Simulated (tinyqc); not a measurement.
Pariser-Parr-Pople SCF with singles CI, for the molecule C=CC=C[CH2+] (SMILES; centres numbered as the heavy atoms are written), step by step. One step of it, computed by the program tinyqc.

Problem. Iteration 2: orbitals and new P. Diagonalise F (the basis is taken as orthonormal) and form P = 2 sum c c over the lowest orbitals.

F (eV):
```
,1C,2C,3C,4C,5C
1C,-8.486393,-5.013428,-0.756624,0.437211,0.327055
2C,-5.013428,-10.642703,-4.712316,0.418540,0.437211
3C,-0.756624,-4.712316,-9.101775,-4.712316,-0.756624
4C,0.437211,0.418540,-4.712316,-10.642703,-5.013428
5C,0.327055,0.437211,-0.756624,-5.013428,-8.486393
```

pi electrons, sum of z_r less the charge = 4

Give: orbital energies; P after iteration 2.

Solution.

orbital energies (eV): -18.0984  -15.5026  -7.4628  -4.3720  -1.9241

P after iteration 2:
```
,1C,2C,3C,4C,5C
1C,0.5527,0.7705,0.3200,-0.2089,-0.2454
2C,0.7705,1.1141,0.5848,-0.0878,-0.2089
3C,0.3200,0.5848,0.6664,0.5848,0.3200
4C,-0.2089,-0.0878,0.5848,1.1141,0.7705
5C,-0.2454,-0.2089,0.3200,0.7705,0.5527
```
